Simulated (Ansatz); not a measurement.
Molecule: CH3O, net charge -1, singlet state. It need not be the lowest isomer of its formula. Whether it binds its extra electron was not tested at this geometry. 
Geometry from a B3LYP-D3(BJ)/def2-TZVP (Ansatz, a program for electronic structure) optimisation:
SMILES: C[O-]
```xyz
5

C     -0.0196     0.5304     0.0101
O      0.0292    -0.7889    -0.0150
H     -1.0629     1.0048     0.0280
H      0.4813     1.0453     0.9033
H      0.4659     1.0784    -0.8719
```
Charge -1, spin multiplicity 1.

Basis-set convergence of Hartree-Fock and CCSD(T) correlation energies (hartree) with Ansatz. Correlated levels leave the core frozen unless marked. Spin-orbit coupling is left out. No relativistic terms.

```tsv
basis	functions	E(HF)	E(corr, CCSD(T))
def2-SVPD	67	-114.33003	-0.40128
def2-TZVPPD	128	-114.45807	-0.47525
def2-QZVPPD	228	-114.46308	-0.50242
```

Extrapolating the two largest sets (X = 3 and 4) as X^-3: E(corr) = (64·(-0.50242) - 27·(-0.47525))/37 = -0.5222 Eh, an estimate of the basis-set limit. The largest set recovers 96.2 % of it, the smallest 76.8 %.
